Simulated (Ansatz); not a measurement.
Saddle point of CH$_{6}$AlCl, singlet (AlH₂Cl ([AlH2][Cl]) + CH₄ → CH₅Al ([CH3][AlH2]) + HCl (still joined by a long Al–Cl bond); bonds formed: Al1–C6, Cl2–H5; bonds broken: H5–C6; bonds weakened to dative contacts: Al1–Cl2), PBE0-D4/def2-TZVP structure:

```csv
atom,x (Å),y (Å),z (Å)
Al1,-0.4452,-0.6689,-0.7499
Cl2,1.1838,0.9228,-1.7567
H3,0.2218,-2.0909,-0.9379
H4,-1.8415,-0.2448,-1.3594
H5,0.8120,0.8135,-0.4122
C6,0.0226,0.2536,0.9981
H7,-0.3123,1.2788,1.1768
H8,1.0112,0.1135,1.4429
H9,-0.6525,-0.3777,1.5982
```

Energies are electronic, without zero-point energy. Barriers and step energies count from the start structure reached by relaxing down the imaginary mode; all methods use the PBE0-D4 structures, on which another method's saddle can fall below an end. Ansatz 0.2.0; basis: def2-TZVPP, with def2-QZVPP for the basis limit; cores frozen in the correlated methods. B3LYP uses VWN-RPA correlation. Extrapolation: Hartree–Fock as exp(−7.88 √X), correlation as X^−2.97.

```json
{"method": "SPW92", "barrier (eV)": "?", "step energy (eV)": "1.530"}
{"method": "PBE-D4", "barrier (eV)": "1.676", "step energy (eV)": "1.598"}
{"method": "BLYP-D4", "barrier (eV)": "1.837", "step energy (eV)": "1.641"}
{"method": "r2SCAN-D4", "barrier (eV)": "1.803", "step energy (eV)": "1.686"}
{"method": "B97M-V", "barrier (eV)": "1.967", "step energy (eV)": "1.684"}
{"method": "PBE0-D4", "barrier (eV)": "1.817", "step energy (eV)": "1.645"}
{"method": "B3LYP-D4", "barrier (eV)": "1.940", "step energy (eV)": "1.679"}
{"method": "r2SCAN0-D4", "barrier (eV)": "1.901", "step energy (eV)": "1.706"}
{"method": "BHLYP-D4", "barrier (eV)": "2.119", "step energy (eV)": "1.739"}
{"method": "CAM-B3LYP-D4", "barrier (eV)": "1.977", "step energy (eV)": "1.673"}
{"method": "wB97X-V", "barrier (eV)": "1.980", "step energy (eV)": "1.663"}
{"method": "wB97M-V", "barrier (eV)": "1.955", "step energy (eV)": "1.649"}
{"method": "B2PLYP", "barrier (eV)": "1.992", "step energy (eV)": "1.696"}
{"method": "PBE-QIDH", "barrier (eV)": "?", "step energy (eV)": "1.684"}
{"method": "RPA on PBE", "barrier (eV)": "?", "step energy (eV)": "1.574"}
{"method": "HF", "barrier (eV)": "2.519", "step energy (eV)": "1.852"}
{"method": "MP2", "barrier (eV)": "1.954", "step energy (eV)": "1.676"}
{"method": "CCSD", "barrier (eV)": "2.065", "step energy (eV)": "1.660"}
{"method": "CCSD(T)", "barrier (eV)": "1.980", "step energy (eV)": "1.639"}
```

Question: Fill in the withheld barriers. (Judge from chemistry; the value comes from the calculation.)

Answer: The calculation gives: SPW92 1.445; PBE-QIDH 1.936; RPA on PBE 1.946 eV. Each is the energy of the saddle less that of the start structure, by the same method.

For comparison, the barrier by CCSD(T) at an estimated basis limit (MP2 extrapolated from triple and quadruple zeta, plus CCSD(T) − MP2 in triple zeta) is 1.998 eV.

No T1 diagnostic of these runs exceeds 0.010.

Labels in which every atom is bracketed show which atoms are joined, not bond orders.

For scale, one of the runs: CCSD(T)/def2-TZVPP, 199 basis functions, launched by `ansatz run in.yaml --threads 2 --pin off --events-out ev --progress --plain --max-ram 4352MiB`. Time: 44 s of wall clock on 2 CPU threads of an Intel Xeon Platinum 8259CL; the host was shared. Peak host memory: 2.2 GiB.
